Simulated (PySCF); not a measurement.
Compound: C2H7PS.
Numbering: `[CH3:1][PH:2]([CH3:3])=[S:4]` (hydrogens: H5, H6, H7 on C1; H8 on P2; H9, H10, H11 on C3)

Computed, not measured: PBE0-D3(BJ)/def2-SVP geometry optimisation, gas phase (PySCF).

Entries marked ? are missing. Bonds in one row agree within 0.01 Å.

```csv
coordinate,value
"C1–P2, P2–C3",?
P2=S4,?
C1–H5 and 5 like bonds,1.100 Å
P2–H8,1.427 Å
P2–C1–H5,111.6°
P2–C1–H6,108.4°
H5–C1–H6,?
H6–C1–H7,?
C1–P2–C3,105.0°
C1–P2–S4,?
C1–P2–H8,101.7°
S4–P2–H8,?
```

Q: Estimate the withheld lengths and angles.

A: 
- C1–P2, P2–C3 = 1.821 Å, drawn single (ends: sp3 carbon bound to phosphorus; phosphorus bonded to 2 C, S and H); 0.01 Å below the sum of covalent radii, 1.83 Å.
- P2=S4 = 1.942 Å, drawn double (ends: phosphorus bonded to 2 C, S and H; sulfur bonded to P); 0.18 Å below the sum of covalent radii, 2.12 Å.
- H5–C1–H6 = 110.0°, at the sp3 carbon bound to phosphorus; the outer atoms are 1.802 Å apart.
- H6–C1–H7 = 108.4°, at the sp3 carbon bound to phosphorus; the outer atoms are 1.783 Å apart.
- C1–P2–S4 = 115.3°, at the phosphorus bonded to 2 C, S and H; the outer atoms are 3.181 Å apart.
- S4–P2–H8 = 116.0°, at the phosphorus bonded to 2 C, S and H; the outer atoms are 2.871 Å apart.

Radii are Cordero's, carbon taken as 0.76, 0.73 or 0.69 Å for four, three, and two or fewer neighbours.

No frequency check.
